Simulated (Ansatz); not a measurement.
Here is an Ansatz input file for C3H7FO, SMILES CCOCF. Write the same calculation for the Python package.

```yaml
crystal:
  periodic: [false, false, false]
  atoms:
    - { symbol: C, position_ang: [-1.0219, 0.7134, 0.8537] }
    - { symbol: C, position_ang: [0.4812, 0.4939, 0.6142] }
    - { symbol: O, position_ang: [0.7879, -0.867, 0.1879] }
    - { symbol: C, position_ang: [0.4534, -1.0714, -1.1508] }
    - { symbol: F, position_ang: [1.131, -0.1971, -1.9526] }
    - { symbol: H, position_ang: [-1.1611, 1.6901, 1.3252] }
    - { symbol: H, position_ang: [-1.5577, 0.6057, -0.0422] }
    - { symbol: H, position_ang: [-1.3915, -0.0604, 1.5672] }
    - { symbol: H, position_ang: [1.0352, 0.6546, 1.5115] }
    - { symbol: H, position_ang: [0.9041, 1.174, -0.1478] }
    - { symbol: H, position_ang: [-0.6056, -0.9766, -1.385] }
    - { symbol: H, position_ang: [0.7629, -2.1045, -1.4419] }
basis:
  gaussian: { orbitals: cc-pVDZ }
hamiltonian:
  xc: lc_wpbe
output:
  forces: true
```

The program run on that file:
```console
$ ansatz run input.yaml --threads 1 --pin off --max-ram 4096MiB --backend cpu --events-out ev --progress --plain --runs-dir out
Engine: ansatz 0.2.0, x86_64-unknown-linux-gnu
Functional definition: LC-wPBE
  parameter omega = 0.4/bohr
  exchange = pbe_x_sr(omega) + exact_x_lr(omega)
  correlation = pbe_c
1217 factors; their error is unknown
380 factors; integrals over basis functions are off by at most 1.6e-5 eV
mean field evaluation 1: about -7981.7355 eV, gradient 3.7e1 eV
mean field evaluation 2: about -7982.9107 eV, gradient 3.1e1 eV
mean field evaluation 4: about -7984.4368 eV, gradient 1.5e0 eV
mean field evaluation 8: about -7984.4506 eV, gradient 1.6e-1 eV
mean field evaluation 16: about -7984.3961 eV, gradient 1.2e-4 eV
mean field -7984.39611711 eV, -293.4211452856 hartree, gradient 3.4e-5 eV, S^2 0.000000; 0 other end points of the search recorded, 0 dependent functions left out
the calculation of the forces begins
reference -7984.39611711 eV, -293.4211452859 hartree; 21, 21 occupied and 84, 84 virtual orbitals, 1217 factors
Total energy: -7984.39611711 eV, -293.4211452859 hartree
Atom 0 at    -1.021900     0.713400     0.853700 Å, force     1.771287    -0.772241     1.878663 eV/Å
Atom 1 at     0.481200     0.493900     0.614200 Å, force    -0.754301    -0.793846    -1.232024 eV/Å
Atom 2 at     0.787900    -0.867000     0.187900 Å, force    -0.606528     0.761046    -0.606829 eV/Å
Atom 3 at     0.453400    -1.071400    -1.150800 Å, force     0.819021    -1.011944     0.637233 eV/Å
Atom 4 at     1.131000    -0.197100    -1.952600 Å, force     0.213613     0.322574    -0.357511 eV/Å
Atom 5 at    -1.161100     1.690100     1.325200 Å, force    -0.224530     0.206305    -0.177043 eV/Å
Atom 6 at    -1.557700     0.605700    -0.042200 Å, force    -1.128524     0.139474    -1.555115 eV/Å
Atom 7 at    -1.391500    -0.060400     1.567200 Å, force     0.196528     0.374836    -0.317840 eV/Å
Atom 8 at     1.035200     0.654600     1.511500 Å, force     0.590389    -0.041701     1.002489 eV/Å
Atom 9 at     0.904100     1.174000    -0.147800 Å, force    -0.291328     0.005123     0.141183 eV/Å
Atom 10 at    -0.605600    -0.976600    -1.385000 Å, force    -0.592662     0.353107     0.144442 eV/Å
Atom 11 at     0.762900    -2.104500    -1.441900 Å, force     0.007036     0.457267     0.442353 eV/Å
Dipole moment:    -0.292446     0.062967     0.089721 e Å
```

`energy_c3h7fo.py`:
```python
"""Electronic structure of the C3H7FO molecule."""

import logging
import sys

import ansatz as az
from ase import Atoms
import numpy as np

logging.basicConfig(stream=sys.stdout, format="%(levelname)s:%(name)s:%(message)s")
logger = logging.getLogger("calc")
logger.setLevel(logging.INFO)

atoms = Atoms(["C", "C", "O", "C", "F", "H", "H", "H", "H", "H", "H", "H"], positions=[
    [-1.0219, 0.7134, 0.8537],
    [0.4812, 0.4939, 0.6142],
    [0.7879, -0.867, 0.1879],
    [0.4534, -1.0714, -1.1508],
    [1.131, -0.1971, -1.9526],
    [-1.1611, 1.6901, 1.3252],
    [-1.5577, 0.6057, -0.0422],
    [-1.3915, -0.0604, 1.5672],
    [1.0352, 0.6546, 1.5115],
    [0.9041, 1.174, -0.1478],
    [-0.6056, -0.9766, -1.385],
    [0.7629, -2.1045, -1.4419],
])
molecule = az.Crystal.molecule_from_ase(atoms)

base = molecule.calculation()
base = base.basis(gaussian="cc-pVDZ")
base = base.functional("lc_wpbe").forces()
out = base.run(threads=1, pin="off")
rep = out.report

logger.info("reference energy %16.6f eV" % rep["reference_energy_ev"])
logger.info("total energy     %16.6f eV" % rep["free_energy_ev"])
print("occupied (up, down):", rep["n_occupied"], " virtual:", rep["n_virtual"], " frozen:", rep["n_frozen"])

field = rep["mean_field"]
print("<S^2> =", round(abs(field["state"]["spin_squared"]), 4), " relativity:", field["relativity"])
print("passes:", field["passes"])
if "symmetry" in field:
    print("occupied orbitals by irrep:", field["symmetry"]["occupied"])

symbols = [site.symbol for site in molecule.cartesian_sites]
forces = np.array(rep["forces_ev_ang"])
print("largest force", round(float(np.linalg.norm(forces, axis=1).max()), 4), "eV/A, rms", round(float(np.sqrt((forces ** 2).mean())), 4))

charges = rep["charge_distribution"]
print("dipole moment", round(4.803205 * float(np.linalg.norm(charges["dipole_moment_e_ang"])), 3), "D")
print("Mulliken:", [(s, round(q, 3)) for s, q in zip(symbols, charges["mulliken_charges_e"])])
```

```console
$ python energy_c3h7fo.py
INFO:calc:reference energy     -7984.396117 eV
INFO:calc:total energy         -7984.396117 eV
occupied (up, down): [21, 21]  virtual: [84, 84]  frozen: 0
<S^2> = 0.0  relativity: none
passes: {'evaluations': 16, 'products': 13}
occupied orbitals by irrep: [{'A': 21}, {'A': 21}]
largest force 2.695 eV/A, rms 0.7482
dipole moment 1.5 D
Mulliken: [('C', -0.096), ('C', 0.042), ('O', -0.307), ('C', 0.27), ('F', -0.215), ('H', 0.049), ('H', 0.042), ('H', 0.056), ('H', 0.04), ('H', 0.053), ('H', 0.022), ('H', 0.046)]
```

Total energies depend on the basis set; only differences at equal settings carry meaning. The geometry is a force-field or estimated start, not a minimum of this method, and the basis set is short of its limit. Finished in 3 s on 1 thread of Intel(R) Xeon(R) 6975P-C (Granite Rapids), with other jobs on the host, peak memory 0.25 GiB.

(Lines on the test bed's own set-up are left out of the output.)
